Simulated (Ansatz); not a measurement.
## Worked example: correlation energy of N–SiH–P, quartet

Geometry: displaced at random from a stationary point.

```xyz
4

N     0.0995   -0.6457    1.9028
Si   -0.0654    0.4413    0.6209
P     0.0112   -0.1665   -1.4558
H     0.0943    1.7945    0.9938
```

Basis cc-pVDZ; Ansatz 0.2.0. Only valence electrons are correlated (noble-gas cores frozen), which leaves 15 electrons in 44 orbitals. R marks a restricted (for open shells ROHF) determinant.

Full CI isn't at hand for all of this; RCCSDT(Q) serves as the reference, and is uncertain by about the last step of the cluster series.

The cluster runs stand on a determinant 0.13 eV above the lowest RHF solution, chosen by trial CCSD; the correlation energy below is counted from it.

Runs differ by some tens of microhartree through their thresholds and, for an open shell, their frozen cores, so steps under 0.03 kcal/mol mean nothing.

| level | total energy (hartree) |
| --- | --- |
| RHF determinant under the cluster runs | -684.572725 |
| RMP2 | -684.886584 |
| RCCSD | -684.932006 |
| RCCSD(T) | -684.947494 |
| RCCSDT | -684.949695 |
| RCCSDT(Q) | -684.951359 |

Question: What is the correlation energy at RCCSDT(Q), and what share of it do RMP2 and RCCSD recover?

Answer: E(corr) = -684.951359 − (-684.572725) = -0.378634 hartree = -10.303 eV. RMP2: -0.313859 / -0.378634 = 82.89 %. RCCSD: -0.359281 / -0.378634 = 94.89 %.

Question: By how many kcal/mol does RCCSD(T) miss RCCSDT(Q) (1 hartree = 627.509 kcal/mol), and which steps make up the rest?

Answer: -684.947494 − (-684.951359) = 0.003865 hartree = 2.43 kcal/mol. Steps: RCCSDT − RCCSD(T) = -1.38, RCCSDT(Q) − RCCSDT = -1.04 kcal/mol. Differences between like states or geometries often cancel part of this.
